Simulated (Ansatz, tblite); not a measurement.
**The cluster Al₃: one state, many levels**

How do method and basis change the picture of the cluster Al₃ (doublet)?

Method: as each input shows; program: Ansatz 0.2.0, Gaussian basis.

The runs, in order: GFN1-xTB, GFN2-xTB, PBE-D4/def2-TZVP, r2SCAN-D4/def2-TZVP, HSE06-D4/def2-TZVP, BLYP-D4/def2-TZVP, B97M-V/def2-TZVP, ωB97M-V/def2-TZVP, r2SCANh-D4/def2-TZVP, PBE-D4/def2-SVP, PBE0-D4/def2-SVP, HF/6-31G, B3LYP-D4/6-31G, PBE0-D4/def2-TZVPD, PBE-D4/def2-TZVPD, r2SCAN-D4/def2-TZVPD, CCSD(T)/def2-TZVPP, MP2/def2-TZVP, RPA/def2-TZVP, CCSD(T)/def2-TZVPD.

## 1. The structure

The doublet was relaxed beforehand with PBE0-D4/def2-TZVP. At that level it is the lowest of the isomers that a small search found.

3 atoms, charge 0, spin multiplicity 2.

Bond lengths: Al1–Al2 2.512 Å, Al1–Al3 2.512 Å, Al2–Al3 2.512 Å. Angles: Al2–Al1–Al3 60.0°, Al1–Al2–Al3 60.0°, Al1–Al3–Al2 60.0°.

PBE0-D4/def2-TZVP was run before; its log isn't repeated, and its numbers join the tables.

## 2. GFN1-xTB

Tight binding, by tblite at 300 K electronic temperature and without a spin-polarisation term:

```python
tblite.interface.Calculator('GFN1-xTB', numbers, positions, charge=0, uhf=1).singlepoint()
```

Energy -97.5986 eV; 0.003 s.

## 3. GFN2-xTB

Tight binding, by tblite at 300 K electronic temperature and without a spin-polarisation term:

```python
tblite.interface.Calculator('GFN2-xTB', numbers, positions, charge=0, uhf=1).singlepoint()
```

Energy -78.7855 eV; 0.003 s.

## 4. PBE-D4/def2-TZVP

start.molden holds the orbitals of an earlier run on this state, given as this run's starting guess.

in.yaml

```yaml
crystal:
  periodic: [false, false, false]
  atoms:
    - {symbol: Al, position_ang: [0.294533, 0.702766, -1.233869]}
    - {symbol: Al, position_ang: [0.384808, 0.577851, 1.273200]}
    - {symbol: Al, position_ang: [-0.679341, -1.280617, -0.039331]}
basis:
  gaussian: {orbitals: def2-TZVP, initial_orbitals: start.molden}
magnetization: {spin_polarized: true, initial_magnetization: 1}
hamiltonian: {xc: pbe, dispersion: d4}
scf: {omitted_lower_state_checks: [starts]}
output: {forces: true, orbitals: {seedname: orbitals}}
```

Run with:

```console
$ ansatz run in.yaml --threads 2 --pin off --events-out ev --progress --plain --max-ram 4352MiB
```

After this run come: r2SCAN-D4/def2-TZVP; HSE06-D4/def2-TZVP; BLYP-D4/def2-TZVP; B97M-V/def2-TZVP; ωB97M-V/def2-TZVP; r2SCANh-D4/def2-TZVP; PBE-D4/def2-SVP; PBE0-D4/def2-SVP; HF/6-31G; B3LYP-D4/6-31G; PBE0-D4/def2-TZVPD; PBE-D4/def2-TZVPD; r2SCAN-D4/def2-TZVPD; CCSD(T)/def2-TZVPP; MP2/def2-TZVP; RPA/def2-TZVP; CCSD(T)/def2-TZVPD.

Q: Predict the results of all the runs planned. Wanted: gap in def2-TZVP, named functionals, smallest and largest; correlation energy, CCSD(T)/def2-TZVPP; correlation energy, MP2/def2-TZVP; correlation energy, CCSD(T)/def2-TZVPD; binding an atom, functionals in def2-TZVP; ⟨S²⟩ in def2-TZVP, named functionals, smallest and largest; PBE0 total energy, smallest basis above largest.

**Answer**, as computed:

| quantity | value |
| --- | --- |
| gap in def2-TZVP, named functionals, smallest and largest | 0.42 eV (BLYP-D4), 4.86 eV (ωB97M-V) |
| correlation energy, CCSD(T)/def2-TZVPP | -6.17 eV |
| correlation energy, MP2/def2-TZVP | -4.22 eV |
| correlation energy, CCSD(T)/def2-TZVPD | -6.13 eV |
| binding an atom, functionals in def2-TZVP | 1.18 (ωB97M-V) to 1.43 eV (B97M-V) |
| ⟨S²⟩ in def2-TZVP, named functionals, smallest and largest | 0.760, 0.989 |
| PBE0 total energy, smallest basis above largest | 6.95 eV (def2-SVP, def2-TZVPD) |

Orbital gaps of the named functionals in def2-TZVP span 0.42 eV (BLYP-D4) to 4.86 eV (ωB97M-V); exact exchange widens it. Over the named functionals in def2-TZVP spin contamination reaches 0.24 (r2SCANh-D4). Notes on CCSD(T)/def2-TZVPP: large T1 diagnostic, spin contamination.
